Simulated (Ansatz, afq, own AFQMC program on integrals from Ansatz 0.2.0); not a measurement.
## HfClO, quartet in def2-TZVP, levels against AFQMC with the constraint released

| atom | x (Å) | y (Å) | z (Å) |
| --- | --- | --- | --- |
| O | 0.3239 | 1.6603 | 1.2406 |
| Hf | -0.0307 | -0.1439 | 0.4540 |
| Cl | 1.0303 | -2.1423 | -0.2457 |

Connectivity, by distances: O–Hf–Cl.

Basis def2-TZVP with its core potentials. Noble-gas cores (and the filled d shells of Ga–Kr and In–Xe) are frozen. Ansatz 0.2.0 and our own AFQMC program on the same integrals; the CISD trial comes from CCSD amplitudes, and released means the phaseless constraint is let go. Error bars are statistical, one sigma. No spin–orbit coupling. The metal's outer-core s and p shells are frozen, which shifts wave-function levels against functionals.

Determinant: UHF, the one that the program's search chose, which needn't be the lowest solution. The geometry is a PBE0/def2-SVP stationary point of this or a neighbouring charge and spin state.

No full CI on the walks' own integrals is used here. The released AFQMC energy serves as the reference, which it does only where one determinant dominates, the energy is flat over the last release times and near the phaseless one (40 meV or 2 meV an electron, half that with transition metals). On small molecules, where full CI could be run and the noise was under 10 meV, such values lay within 10 meV of it in 19 cases of 20, a flattering rate, since the rule was set on those same cases; what remains of the bias isn't in the error bar.

Cautions: no spin-orbit coupling; outer-core shells of the metal frozen; higher spins were not checked; the released value is read at 1.20 1/Eh, later times being too noisy (meV from the phaseless value at times in 1/Eh: -13 ± 6 at 0.24, -12 ± 10 at 0.60, -20 ± 9 at 1.20, -49 ± 15 at 1.80, -23 ± 21 at 2.60); released reference can be 30 meV off for metals.

The T1 diagnostic is 0.0193 and the weight of the determinant in the CISD state is 0.846. The ⟨S²⟩ of the determinant is 3.759. The size of the correlated space is 17 electrons in 98 orbitals.

Reference: AFQMC with the constraint released, correlation energy -12.949 ± 0.009 eV.

```csv
level,E − E(reference) (mEh),share of correlation (%)
HF,475.88 ± 0.34,0.00
MP2,48.80 ± 0.34,89.75
CCSD,19.57 ± 0.34,95.89
CCSD(T),1.48 ± 0.34,99.69
ph-AFQMC/CISD,0.72 ± 0.40,99.85
```

A walk keeps the symmetry of its determinant, which the program's search chose and which needn't be the lowest solution, so a lower state of the same spin and another symmetry isn't excluded. Released energies are given only where the last usable release times agree within the noise; a slower fall can still hide under it.
